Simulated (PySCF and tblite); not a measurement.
C5H11N, numbered as in [CH3:1][C@@H:2]1[CH2:3][CH2:4][NH:5][CH2:6]1.

Geometries PBE0-D3(BJ)/def2-SVP; weights from PBE0-D3(BJ)/def2-TZVP energies and GFN2-xTB thermal corrections, with symmetry numbers and mirror pairs. Conformers within 4 kcal/mol (GFN2-xTB free energy) were kept, 5 at most. GIAO shieldings: PBE0/pcSseg-1. Shifts are against TMS (¹H), TMS (¹³C), NH3 (¹⁵N) at the same level; of two unlike H on one atom, a is the less shielded. Programs: PySCF with density fitting and tblite.

The 5-ring runs over atoms 2–3–4–5–6.

```tsv
conformer	shape	symmetry	E(GFN2) kcal/mol	E(DFT) kcal/mol
1	5-ring between envelope and twist (ring torsions -18, 41, -47, 33, -9°)	C1	1.07	0.00
2	5-ring between envelope and twist (ring torsions 21, -43, 47, -32, 7°)	C1	0.90	0.15
3	5-ring between envelope and twist (ring torsions -6, 28, -39, 35, -16°)	C1	0.00	0.11
```

How much do the weights at 298.15 K and the averaged shift of H6b depend on how the conformers are weighted?


| weighting | 1 (%) | 2 (%) | 3 (%) | δ (ppm) | rms dipole (D) |
| --- | --- | --- | --- | --- | --- |
| DFT energy with thermal terms, symmetry and mirror images (full scheme) | 51 | 33 | 16 | 2.18 | 0.93 |
| DFT energy with symmetry and mirror images | 38 | 30 | 32 | 2.14 | 1.03 |
| bare DFT energy | 38 | 30 | 32 | 2.14 | 1.03 |
| GFN2-xTB energy with symmetry and mirror images | 12 | 16 | 72 | 2.01 | 1.24 |
| GFN2-xTB free energy | 23 | 26 | 52 | 2.10 | 1.14 |
| leading conformer alone | 100 | 0 | 0 | 2.01 | 0.76 |
| equal weights | 33 | 33 | 33 | 2.16 | 1.04 |
| full scheme, search stopped after three starts | 100 | 0 | 0 | 2.01 | 0.76 |

The largest departure from the full scheme, 0.18 ppm, comes with: leading conformer alone.


¹⁵N shifts are against a computed isolated NH3 molecule, about 20 ppm from the liquid.